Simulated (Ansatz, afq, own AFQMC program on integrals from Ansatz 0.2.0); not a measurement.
Two steps: Ansatz 0.2.0 writes the Fock matrix and Cholesky factors of the valence space, and afq projects on them the lowest state that overlaps trial and start.

```yaml
crystal:
  periodic: [false, false, false]
  atoms:
    - {symbol: B, position_ang: [0.000000, 0.000000, 1.551119]}
    - {symbol: Al, position_ang: [0.000000, 0.000000, -0.528209]}
    - {symbol: H, position_ang: [0.000000, -1.411327, -1.248716]}
    - {symbol: H, position_ang: [0.000000, 1.411327, -1.248716]}
basis:
  gaussian: {orbitals: cc-pVDZ}
magnetization: {spin_polarized: true, initial_magnetization: 2}
correlation: {method: ccsd_t, electrons: outside_noble_gas, hamiltonian_folder: ham}
```

```sh
$ ansatz run in.yaml --threads 1 --pin off --events-out ev --progress --plain --max-ram 1382MiB
```

Options of the walk:

```
--method phaseless --trial cisd --walkers 60 --populations 1 --least-time 40 --time-step 0.005 --steps-per-block 50 --equilibration-blocks 28 --max-blocks 300 --target-error 0.00034 --factor-cut 1e-05 --start spin_pure --seed 2497 --release-times 0.24,0.51,0.99,1.62,2.4 --release-step 0.03 --release-every 4 --taylor-order 6
```

Times are imaginary, in 1/Eh. The walk had a cap of 932 s.

```
orbitals 36  electrons 5 3  factors 268 of 399
reference energy -267.62444814 Eh
CCSD correlation -0.13657018 Eh in 12 cycles, weight of the determinant in the CISD state 0.8906
energy of the start -267.760973 Eh
 block  time / (1/Eh)  mean weight  energy / Eh
     1     0.250  0.9981  -267.759591
     2     0.500  1.0001  -267.760042
     3     0.750  1.0011  -267.760749
     4     1.000  1.0013  -267.761066
     5     1.250  1.0001  -267.761202
     7     1.750  0.9996  -267.761538
     9     2.250  1.0013  -267.762526
    13     3.250  1.0005  -267.763439
    21     5.250  0.9991  -267.766506
    29     7.250  1.0002  -267.763637
    37     9.250  0.9989  -267.764763
    45    11.250  0.9984  -267.770218
    53    13.250  0.9997  -267.766422
    61    15.250  0.9999  -267.767267
    69    17.250  1.0009  -267.765503
    77    19.250  1.0010  -267.770441
    85    21.250  0.9988  -267.767793
    93    23.250  1.0004  -267.766414
   101    25.250  0.9993  -267.768080
   109    27.250  1.0015  -267.763256
   117    29.250  1.0009  -267.766506
   125    31.250  1.0028  -267.764259
   133    33.250  0.9997  -267.765507
   137    34.250  0.9990  -267.772459
   141    35.250  1.0012  -267.764721
   149    37.250  1.0007  -267.764313
   157    39.250  0.9988  -267.763525
   165    41.250  0.9991  -267.763363
   173    43.250  0.9986  -267.766171
   177    44.250  0.9989  -267.763028
   181    45.250  1.0004  -267.763756
   185    46.250  1.0000  -267.765971
blocks merged  error / Eh  count
     1  0.000187  160
     2  0.000243  80
     4  0.000303  40
     8  0.000339  20
    16  0.000355  10
released: time / (1/Eh)  energy / Eh  error  mean overlap
  0.24  -267.765631  0.000353  1.0026
  0.51  -267.765514  0.000334  1.0074
  0.99  -267.765675  0.000338  1.0003
  1.62  -267.765456  0.000373  1.0099
  2.40  -267.765982  0.000473  0.9879
energy -267.765811 +/- 0.000339 Eh
(rows thinned)
```

Problem. Estimate how long the walk took on 1 thread of Intel(R) Xeon(R) Platinum 8488C (Sapphire Rapids), on a shared host.

Solution. 2.7 min of wall time.

The run passed its tests (sampling time, drift between the halves within three errors, error under three times the target), which doesn't prove that it has relaxed. The second half of the sampling lies above the first by 2.3 errors of their difference, so the energy may still be moving and its error bar be too small.

Against this walk (error 9.2 meV) on the same determinant: CCSD(T) 39.5 meV higher, CCSDT(Q) 1.0 meV higher (within the noise). The error is statistical and leaves out the bias of the constraint. Released to 2.40 1/Eh the energy moves by -5 ± 16 meV (both errors), within twice the noise.

Cautions: constraint bias not in the error; lower spins were not checked.

CCSDT and higher add their correlation energy to the determinant of the CCSD(T) run, since their own runs factorise the integrals more tightly (a shift of under 2 meV). A walk keeps the symmetry of its determinant, which the program's search chose and which needn't be the lowest solution, so a lower state of the same spin and another symmetry isn't excluded.
